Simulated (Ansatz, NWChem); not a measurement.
# From NWChem to Ansatz

This NWChem 7.3.0 job computes SiS (SMILES [Si-]#[S+]):

ssi.nw:
```
start ssi
title "SSi"
memory 2200 mb

geometry noautosym nocenter noautoz
 Si     0.000000     0.000000     0.000000
 S      0.000000     0.000000     1.929321
end

basis spherical bse
 Si library cc-pVTZ
 S library cc-pVTZ
end

dft
 xc xpbe96 cpbe96
 mult 1
 grid xfine
 convergence energy 1e-08
 maxiter 100
 mulliken
end

task dft gradient
```

```bash
$ nwchem ssi.nw > ssi.out
```

The bond length is the measured one.

It gives a total energy of -687.406015 Eh.

Problem. Translate the job to Ansatz 0.2.0 as an input file of the program's own, asking for the energy.

Solution. For example:

molecule.yaml:
```yaml
crystal:
  periodic: [false, false, false]
  atoms:
    - symbol: Si
      position_ang: [0.000000, 0.000000, 0.000000]
    - symbol: S
      position_ang: [0.000000, 0.000000, 1.929321]
basis:
  gaussian:
    orbitals: cc-pVTZ
total_charge: 0
output: {orbitals: {seedname: orbitals}}
hamiltonian:
  xc: {name: PBE}
accuracy: high
```

```bash
$ ansatz run molecule.yaml --threads 1 --pin off --max-ram 3480MiB --events-out events.jsonl --progress --plain --runs-dir runs
```

Its energy is -687.406015 Eh, 0.000 mEh from the first.
